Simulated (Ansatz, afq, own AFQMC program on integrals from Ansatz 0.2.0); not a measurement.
Where AFQMC and coupled cluster stand for H₂OF, doublet

```xyz
4

O    -1.2438   -0.0252    0.0000
H    -1.4931    0.9013    0.0000
H     0.2152   -0.0252    0.0000
F     1.1152   -0.0252    0.0000
```

Connectivity, by distances: OH ··· FH.

Basis cc-pVTZ. Noble-gas cores (and the filled d shells of Ga–Kr and In–Xe) are frozen. AFQMC by an in-house program on the Cholesky factors that Ansatz 0.2.0 writes for its CCSD(T) run. The CISD trial takes its coefficients from CCSD amplitudes. Released means that phaseless walkers are propagated on without the constraint, phases kept. ± is one standard error of the sampling.

Determinant: UHF, the one that the program's search chose, which needn't be the lowest solution. The geometry is a point of a scan.

No full CI on the walks' own integrals is used here. The released AFQMC energy serves as the reference, which it does only where one determinant dominates, the energy is flat over the last release times and near the phaseless one (40 meV or 2 meV an electron, half that with transition metals). On small molecules, where full CI could be run and the noise was under 10 meV, such values lay within 10 meV of it in 19 cases of 20, a flattering rate, since the rule was set on those same cases; what remains of the bias isn't in the error bar.

Cautions: the released value is read at 0.99 1/Eh, later times being too noisy (meV from the phaseless value at times in 1/Eh: -6 ± 10 at 0.24, -4 ± 9 at 0.51, 0 ± 8 at 0.99, 5 ± 17 at 1.50).

```
T1 diagnostic                               : 0.0085
weight of the determinant in the CISD state : 0.907
⟨S²⟩ of the determinant                     : 0.756
size of the correlated space                : 15 electrons in 86 orbitals
```

Reference: AFQMC with the constraint released, correlation energy -13.673 ± 0.008 eV.

```tsv
level	E − E(reference) (mEh)	share of correlation (%)
HF	502.48 ± 0.30	0.00
MP2	27.97 ± 0.30	94.43
CCSD	12.76 ± 0.30	97.46
CCSD(T)	0.69 ± 0.30	99.86
ph-AFQMC/CISD	0.00 ± 0.41	100.00
```

A walk keeps the symmetry of its determinant, which the program's search chose and which needn't be the lowest solution, so a lower state of the same spin and another symmetry isn't excluded. Released energies are given only where the last usable release times agree within the noise; a slower fall can still hide under it.
